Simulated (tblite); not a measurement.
Species: 2-ethoxyethanol, C4H10O2.
Numbering: `[CH3:1][CH2:2][O:3][CH2:4][CH2:5][OH:6]` (hydrogens: H7, H8, H9 on C1; H10, H11 on C2; H12, H13 on C4; H14, H15 on C5; H16 on O6)

Computed with GFN2-xTB (tblite), gas phase: Langevin dynamics at 600 K from the optimised GFN2-xTB geometry, time step 0.5 fs, friction 0.01 fs⁻¹, 2000 steps. The instantaneous temperature is 2·E(kin)/(3Nk) with all 3N coordinates.

| t (fs) | T (K) | E(pot) above start (eV) | C1–C2 (Å) | C2–O3 (Å) | O3–C4 (Å) | C4–C5 (Å) | C5–O6 (Å) | C1–H7 (Å) | C1–C2–O3–C4 (°) |
| --- | --- | --- | --- | --- | --- | --- | --- | --- | --- |
| 0 | 488 | 0.000 | 1.520 | 1.410 | 1.410 | 1.529 | 1.402 | 1.086 | 179 |
| 50 | 362 | 0.773 | 1.498 | 1.398 | 1.399 | 1.574 | 1.424 | 1.110 | -172 |
| 100 | 496 | 0.870 | 1.577 | 1.496 | 1.496 | 1.496 | 1.355 | 1.079 | -168 |
| 150 | 510 | 0.617 | 1.525 | 1.395 | 1.430 | 1.575 | 1.411 | 1.092 | -172 |
| 200 | 500 | 0.740 | 1.524 | 1.359 | 1.450 | 1.536 | 1.407 | 1.086 | 178 |
| 250 | 364 | 0.763 | 1.635 | 1.396 | 1.387 | 1.563 | 1.394 | 1.099 | 169 |
| 300 | 371 | 1.101 | 1.413 | 1.524 | 1.397 | 1.565 | 1.434 | 1.106 | 151 |
| 350 | 702 | 0.960 | 1.576 | 1.370 | 1.401 | 1.518 | 1.445 | 1.133 | 176 |
| 400 | 528 | 0.834 | 1.552 | 1.380 | 1.410 | 1.502 | 1.338 | 1.065 | -144 |
| 450 | 526 | 1.165 | 1.500 | 1.499 | 1.361 | 1.636 | 1.427 | 1.078 | -123 |
| 500 | 592 | 1.154 | 1.578 | 1.375 | 1.485 | 1.520 | 1.453 | 1.097 | -87 |
| 550 | 800 | 1.336 | 1.549 | 1.434 | 1.399 | 1.594 | 1.338 | 1.112 | -47 |
| 600 | 713 | 1.482 | 1.467 | 1.421 | 1.441 | 1.528 | 1.438 | 1.086 | -40 |
| 650 | 522 | 1.266 | 1.567 | 1.343 | 1.436 | 1.528 | 1.382 | 1.060 | -74 |
| 700 | 729 | 1.448 | 1.481 | 1.433 | 1.375 | 1.661 | 1.395 | 1.141 | -70 |
| 750 | 637 | 0.995 | 1.633 | 1.413 | 1.469 | 1.489 | 1.440 | 1.091 | -79 |
| 800 | 478 | 1.287 | 1.555 | 1.374 | 1.383 | 1.596 | 1.392 | 1.067 | -67 |
| 850 | 585 | 1.020 | 1.557 | 1.498 | 1.402 | 1.516 | 1.433 | 1.153 | -87 |
| 900 | 712 | 1.580 | 1.694 | 1.323 | 1.428 | 1.547 | 1.415 | 1.080 | -88 |
| 950 | 675 | 1.374 | 1.414 | 1.422 | 1.411 | 1.659 | 1.403 | 1.166 | -108 |
| 1000 | 643 | 1.151 | 1.511 | 1.493 | 1.378 | 1.588 | 1.427 | 0.984 | -107 |

Task: From 500 fs on, how do temperature and potential energy compare with equipartition?

Result: The mean temperature of these 11 frames is 644 K against the target 600 K, and the mean potential energy 1.28 eV against 42 × kT/2 = 1.09 eV for 42 classical harmonic modes. For 16 atoms in a canonical ensemble the temperature itself scatters by T·√(2/(3N)) = 122 K; here its standard deviation is 91 K. The whole run lasts only 10 friction times of 100 fs, so these averages carry a wide statistical error.

Task: What are the kinetic and total energies of the listed frame with the highest potential energy?

Result: The one at 900 fs, 1.580 eV above the start. Its kinetic energy is 3NkT/2 = 1.472 eV at 712 K, so the sum is 3.05 eV; over the listed frames the sum runs from 1.01 to 3.05 eV, since the thermostat adds and removes energy.

Task: How much do the listed bonds fluctuate from 500 fs on?

Result: 
```tsv
bond	at the start (Å)	mean (Å)	standard deviation (Å)
C1–C2	1.520	1.546	0.074
C2–O3	1.410	1.412	0.053
O3–C4	1.410	1.419	0.035
C4–C5	1.529	1.566	0.055
C5–O6	1.402	1.410	0.032
C1–H7	1.086	1.094	0.048
```

The motion is classical and holds no zero-point motion.

What follows is the cost of the whole dynamics run. Hardware: Intel Xeon at 2.50 GHz, one thread, no GPU (shared host). Cost: 25 s, 0.18 GiB resident at most.
